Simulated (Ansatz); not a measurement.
Basis sets compared for the cluster MgS₂⁻. Charge -1, multiplicity 2. Geometry PBE0-D4/def2-TZVPD. Ansatz on 4 threads of Arm Neoverse V1 on a shared host; times are rough, and most runs start from earlier orbitals.

```xyz
3

Mg   -0.825   -1.045   -0.395
S    -0.421    0.985    0.714
S     1.246    0.059   -0.319
```

At HF/STO-3G, PBE-D4/def2-SVPD, PBE-D4/def2-TZVPD the highest occupied level of the charge -1 doublet lies above zero (up to 4.54 eV). In Hartree–Fock with STO-3G the lack of diffuse functions raises the level. By energy differences its removal costs 2.24 eV (vertical, to the charge 0 triplet, at PBE-D4/def2-TZVPD); a positive level beside a positive removal energy at the same level points to self-interaction error. The structure comes from a short search, and lower isomers may exist.

```tsv
level	functions	energy (Eh)	HOMO (eV)	LUMO (eV)	wall time
HF/STO-3G	27	-983.2282	4.54	15.10	0.1 s
HF/6-31G	39	-994.6407	-2.92	4.44	0.15 s
PBE-D4/def2-SVPD	75	-995.7806	0.50	1.15	0.8 s
PBE0-D4/def2-SVPD	75	-995.8614	-0.53	1.80	1.4 s
```

(1) Estimate the rows for PBE-D4/def2-TZVPD, PBE0-D4/def2-TZVPD (with forces).

Answers

(1) 
| level | functions | energy (Eh) | HOMO (eV) | LUMO (eV) | wall time |
| --- | --- | --- | --- | --- | --- |
| PBE-D4/def2-TZVPD | 127 | -996.1221 | 0.50 | 1.18 | 1.4 s |
| PBE0-D4/def2-TZVPD (with forces) | 127 | -996.2004 | -0.51 | 1.84 | 3.6 s |
